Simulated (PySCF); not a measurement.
Q: Write a Z-matrix for `CCNC(C)C` (N-ethylisopropylamine) as optimised with PBE0-D3(BJ)/def2-SVP.

A: 
Z-matrix in Å and degrees, rows numbered from 1:
```
C 
C   1  1.5165
N   2  1.4444  1  110.97
C   3  1.4519  2  116.25  1  -175.63
C   4  1.5208  3  108.76  2   167.54
C   4  1.5235  3  110.94  2   -70.29
H   1  1.1003  2  110.44  3   -57.43
H   1  1.0999  2  111.30  3  -178.28
H   1  1.1029  2  111.08  3    61.98
H   2  1.1153  1  109.59  3  -125.02
H   2  1.1028  1  108.96  3   119.85
H   3  1.0180  2  109.03  1   -51.91
H   4  1.1163  3  110.96  2    49.08
H   5  1.1024  4  111.16  3   -59.22
H   5  1.0999  4  111.22  3  -179.16
H   5  1.1014  4  110.17  3    60.44
H   6  1.1000  4  112.04  3    62.23
H   6  1.1014  4  109.90  3   -57.81
H   6  1.1005  4  110.69  3  -177.96
```

N3 (secondary amine nitrogen) is pyramidal (angles 116.2°, 109.1° and 109.0°, sum 334.3°, 0.38 Å off the plane of its three neighbours). Of the pairs four or more bonds apart, H11···H17 is among the closest relative to their van der Waals radii: 2.20 Å, 92 % of the sum of Bondi's values.

The calculation used PBE0-D3(BJ)/def2-SVP geometry optimisation, gas phase in PySCF 2.14.0.

Point group: C1 (no symmetry element, even within 0.4 Å). Whether it is a minimum is left open (no frequencies). The numbers are those of one conformer (C1–C2–N3–C4 -176°, C2–N3–C4–C5 168°).
